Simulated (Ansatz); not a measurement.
A made-up structure of Si2H3O, doublet:

| atom | x (Å) | y (Å) | z (Å) |
| --- | --- | --- | --- |
| O1 | -0.6345 | -2.2079 | 1.3342 |
| Si2 | -0.4124 | -1.2249 | -0.0425 |
| Si3 | 0.3833 | 1.1840 | 0.0797 |
| H4 | -0.7000 | -1.7273 | -1.6080 |
| H5 | 0.6101 | 2.0768 | -1.2731 |
| H6 | 0.7535 | 1.8993 | 1.5097 |

It is relaxed with PBE-D4/def2-SVP and then PBE0-D4/def2-TZVP (Ansatz 0.2.0). Atoms count as bonded within 1.22 times the sum of their covalent radii (H–H: 0.88 Å). The end point is not checked to be a true minimum.

(1) Does its bonding change? (A judgement: the text doesn't fix the answer.)

Results:

(1) The calculation gives: No: no bond forms or breaks.

Where it ends: The first stage lowers the energy by 1.14 eV in 16 steps. It ends as Si₂H₃O ([O][SiH][SiH2]):
```
6
angstrom
O -0.5341 -1.9807 1.1887
Si -0.3635 -1.0948 -0.0389
Si 0.2027 1.1050 0.0809
H -0.6363 -1.5406 -1.4350
H 0.6245 1.8293 -1.1418
H 0.7067 1.6819 1.3461
```

Labels in which every atom is bracketed show which atoms are joined, not bond orders.

For scale, one of the runs: PBE0-D4/def2-TZVP relaxation, 123 basis functions, launched by `ansatz run in.yaml --threads 2 --pin off --events-out ev --progress --plain --max-ram 4352MiB`. Hardware: 2 CPU threads of an Arm Neoverse V2, shared host. Wall time about 22 s.
